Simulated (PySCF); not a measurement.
# Boronic Acid (BH3O2): NMR shifts and spin-spin couplings

What NMR shifts and spin-spin couplings should Boronic Acid (BH3O2) (`OBO`) show?

The runs use PySCF 2.14.0, with density-fitted response routines of our own; the level of theory stands in each step. All values are computed, except where a source is named. Atoms count from 0, in the outputs and in this text.

### Step 1. The starting structure

6 atoms, charge 0, multiplicity 1; geometry from: GFN2-xTB.

Bonds of the start (Å): O0–B1 1.35, B1–O2 1.35, O0–H3 0.96, B1–H4 1.17, O2–H5 0.96.

### Step 2. Nuclear shieldings: PBE0/pcSseg-1

The job: settings as JSON, then the geometry in Å.

```
{"job": {"kind": "nmr", "xc": "PBE0", "basis": "pcSseg-1"}, "charge": 0, "multiplicity": 1}
O     -1.177698    -0.024820    -0.218280
B     -0.028028     0.440444     0.307025
O      1.187146    -0.108428     0.117022
H     -1.122618    -0.807809    -0.769550
H     -0.088925     1.392500     0.979354
H      1.233245    -0.889897    -0.437145
```

Method: GIAO PBE0/pcSseg-1 NMR shielding, non-relativistic, gas phase.

**Question.** This job is followed by: B3LYP/pcJ-1 indirect spin-spin coupling, non-relativistic, gas phase. What will the session give for the following? 1H shifts against TMS (PBE0/pcSseg-1, means over atoms taken as alike); 17O shifts against H2O (PBE0/pcSseg-1, means over atoms taken as alike); 11B shifts against BF3·OEt2 (PBE0/pcSseg-1); largest coupling of the table (B3LYP/pcJ-1).

The runs gave:

| quantity | value |
| --- | --- |
| 1H shifts against TMS (PBE0/pcSseg-1, means over atoms taken as alike) | 3.81, 3.38 ppm |
| 17O shifts against H2O (PBE0/pcSseg-1, means over atoms taken as alike) | 125.7 ppm |
| 11B shifts against BF3·OEt2 (PBE0/pcSseg-1) | 23.0 ppm |
| largest coupling of the table (B3LYP/pcJ-1) | 1J(B,H) B1–H4, 173.5 Hz |

What this shows: At PBE0/pcSseg-1: The widest tensor belongs to O0, O2: span 148 ppm, with a paramagnetic part of -178 ppm. Of the pairs tabulated at B3LYP/pcJ-1, B1–H4 couples most strongly (173.5 Hz; Fermi contact 173.1 Hz).
